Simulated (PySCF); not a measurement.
## Shifts of the heteroatoms

Molfile (atoms numbered from 1):
```
BH4N
     RDKit          3D

  6  5  0  0  0  0  0  0  0  0999 V2000
   -0.5886   -0.0311   -0.1584 B   0  0  0  0  0  0  0  0  0  0  0  0
    0.7952   -0.0646   -0.1135 N   0  0  0  0  0  0  0  0  0  0  0  0
   -1.1916   -1.0650   -0.1710 H   0  0  0  0  0  0  0  0  0  0  0  0
   -1.1440    1.0290   -0.1845 H   0  0  0  0  0  0  0  0  0  0  0  0
    1.3662    0.7634   -0.1012 H   0  0  0  0  0  0  0  0  0  0  0  0
    1.3254   -0.9190   -0.0904 H   0  0  0  0  0  0  0  0  0  0  0  0
  1  2  1  0
  1  3  1  0
  1  4  1  0
  2  5  1  0
  2  6  1  0
M  END
```

PySCF calculation with GIAO B97-2/pcSseg-2 shieldings and geometry: PBE0-D3(BJ)/def2-TZVP; no solvent, a single conformation, relativity neglected, averaged over atoms made equivalent by symmetry, fast rotation or ring inversion.

**Question.** Predict the $^{11}$B NMR data.

**Answer.** 
```csv
atoms,environment,σ (ppm),δ (ppm)
B1,"boron bonded to N, 2 H",62.3,37.4
```

Shieldings were converted by a linear fit to measured shifts: $^{11}$B (scatter 2.4 ppm rms, 9.8 ppm with the 3 outliers that the fit left out vs BF3·OEt2, solution or neat liquid). Occasional misses reach two or three times the rms, and more in compound classes unlike the fitted ones.

On a 500 MHz spectrometer $^{11}$B resonates near 160.4 MHz, so 1 ppm is 160.4 Hz.

**Question.** Where does $^{15}$N resonate?

**Answer.** 
```json
{"atoms": "N2", "environment": "nitrogen bonded to B, 2 H", "σ (ppm)": "146.9", "δ (ppm)": "-285.0"}
```

Shieldings were converted by a linear fit to measured shifts: $^{15}$N (scatter 6.4 ppm rms vs CH3NO2, solution or neat liquid). Occasional misses reach two or three times the rms, and more in compound classes unlike the fitted ones.

On a 400 MHz spectrometer $^{15}$N resonates near 40.5 MHz, so 1 ppm is 40.5 Hz.
